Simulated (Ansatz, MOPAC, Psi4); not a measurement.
Molecule: C2F3N, charge 0, multiplicity 1. SMILES: N#CC(F)(F)F
Geometry from a B3LYP-D3(BJ)/def2-TZVP (Ansatz, a quantum-chemistry and plane-wave program) optimisation:
```xyz
6

C      0.0001    -0.0015    -0.3215
C     -0.0004     0.0053     1.1599
F     -0.0086     1.2491    -0.7901
F      1.0896    -0.6222    -0.7811
F     -1.0802    -0.6377    -0.7817
N     -0.0008     0.0106     2.3065
```

Quantity: vertical ionisation energy to the doublet, in eV. Set-up: each state is the SCF solution reached for its charge and spin; frozen cores in correlated levels; non-relativistic; open shells spin-unrestricted; 6-311+G** with 5d; 6-31G* and kin with 6d, 5d where marked; PM7 with its own dispersion and hydrogen-bond terms; spin-orbit terms left out; dispersion terms only where a functional's name holds one. First-principles rows: single points at B3LYP-D3(BJ) geometries (Ansatz). Semi-empirical rows: differences of heats of formation at the shared geometry for vertical values.

| level | program | vertical ionisation energy to the doublet (eV) |
|---|---|---|
| PM6 | MOPAC | 13.02 |
| PM7 | MOPAC | 14.44 |
| MNDO | MOPAC | 14.55 |
| HF/6-311+G** | Ansatz | 12.92 |
| PBE/6-311+G** | Ansatz | 13.64 |
| B3LYP/STO-3G | Ansatz | 10.64 |
| B3LYP/6-311+G** | Ansatz | 14.12 |
| wB97X-D/6-31G* | Psi4 | 14.29 |
| MP2/6-31G* | Ansatz | 14.33 |
| PBE/def2-TZVPD | Ansatz | 13.55 |
| B3LYP/def2-TZVPD | Ansatz | 14.00 |

No value to compare with is used here. The 9 habitual levels span 10.64 (B3LYP/STO-3G) to 14.55 eV (MNDO); B3LYP/def2-TZVPD gives 14.00.

The levels are drawn from those run, B3LYP/6-31G* more often than the rest, none by its result; left out are runs that failed, that the program found above a lower state of the same kind, or whose <S^2> lies over 0.5 above the pure value.
